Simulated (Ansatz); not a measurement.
System: antifluorite Mg2Ge. Method: PBEsol (Ansatz, a quantum-chemistry and plane-wave program, PAW).

Run with plane-wave cutoff 520 eV, 10×10×10 k mesh, Fermi–Dirac smearing 0.01 eV, scalar-relativistic PAW data made under PBE.

A third-order Birch–Murnaghan fit to the energies gives V0 = 21.482 Å³/atom, B0 = 52.5 GPa, B′ = 4.1.

```csv
V (Å³/atom),P (GPa)
20.192,3.70
20.621,2.34
21.051,?
21.480,0.00
21.910,?
22.340,-1.90
22.769,?
```

Q: Estimate the withheld pressures from this fit; the answers are the runs' own values.

A: 
- 21.051, P (GPa): 1.11
- 21.910, P (GPa): -1.00
- 22.769, P (GPa): -2.71

The formula P = (3/2) B0 (x^(7/3) − x^(5/3)) [1 + (3/4)(B′ − 4)(x^(2/3) − 1)] with x = V0/V meets the computed pressures within 0.01 GPa when these rounded values are put in.

Measured, for comparison: equilibrium volume per atom 21.69 Å³/atom (temperature not stated, no zero-point or thermal correction; as tabulated in Grosch, Range, J. Alloys Compd. 235, 250 (1996)). Computed (rounded) less measured: equilibrium volume per atom -1.0 %. A static lattice is as a rule a little smaller and stiffer than an uncorrected measurement, which narrows the difference in the equilibrium volume per atom and would widen misses of the other sign.

The computed numbers hold no vibrational or temperature effects.

Computing time: roughly 50 core-seconds.
